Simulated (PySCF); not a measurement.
Homolysis of single bonds, series B Cl-I. All species are isolated molecules in the gas phase. Strings in code marks are SMILES.

The numbers are results of PBE-D3(BJ)/def2-TZVP // PBE0-D3(BJ)/def2-TZVP in PySCF, not measurements. 

| species | dipole moment (D) |
|---|---|
| whole molecule (`ClB(Cl)Cl`) | (withheld) |
| whole molecule (`B(Cl)(I)Cl`) | 0.09 |
| radical fragment (`I[B]Cl`) | 0.57 |
| whole molecule (`IB(I)I`) | 0.00 |

Some entries are withheld; supply them.


- whole molecule (`ClB(Cl)Cl`), dipole moment (D): 0.00
